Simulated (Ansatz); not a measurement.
# CCSD(T) against full CI for several species

Each species is computed at the geometry given (Å), with frozen cores, in Ansatz 0.2.0: RHF-CCSD(T) for singlets, UHF-CCSD(T) otherwise, and full CI in the same basis. The program picks the determinant by trial CCSD, so it needn't be the lowest Hartree–Fock solution. States: H2O A', BH2 A2, HB–AlH A'. Cases whose determinant has another symmetry than full CI's state, or whose (Q) step broke down, weren't drawn.

Question: Judging by size, spin and bonding and the diagnostics given, rank them by the size of CCSD(T)'s error in total energy against full CI in the same basis, smallest first (an estimate).
A. H2O, singlet, 6-31G: O 0.000 -0.085 0.026; H 0.000 0.858 -1.205; H 0.000 0.498 0.788. T1 0.017, (T) -83 meV in a correlation energy of -4.67 eV
B. HB–AlH, singlet, 6-31G: B 0.000 -1.069 1.026; Al 0.000 0.417 -0.393; H 0.000 0.030 1.500; H 0.000 0.272 -1.982. T1 0.035, (T) -155 meV in a correlation energy of -3.86 eV
C. BH₂, quartet, 6-31++G**: B 0.000 -0.082 0.000; H 0.000 0.439 -1.091; H 0.000 0.439 1.091. T1 0.016, (T) -48 meV in a correlation energy of -2.22 eV

Answer: C (12.0 meV), A (24.3 meV), B (55.8 meV).

| species | basis | correlated electrons | CCSD(T) − full CI (meV) | CCSDT(Q) − full CI (meV) | unpaired electrons (full CI) | T1 | ⟨S²⟩ of the determinant |
| --- | --- | --- | --- | --- | --- | --- | --- |
| BH2, quartet | 6-31++G** | 5 | 12.0 | -1.1 | 3.02 | 0.016 | 3.76 |
| H2O, singlet | 6-31G | 8 | 24.3 | -1.8 | 0.16 | 0.017 | 0.00 |
| HB–AlH, singlet | 6-31G | 8 | 55.8 | 4.1 | 0.52 | 0.035 | 0.00 |

Unpaired electrons are Σ n²(2−n)² over natural occupations; an open shell counts its own unpaired electrons too. Frozen cores follow each run's orbitals, which moves totals by a few meV.
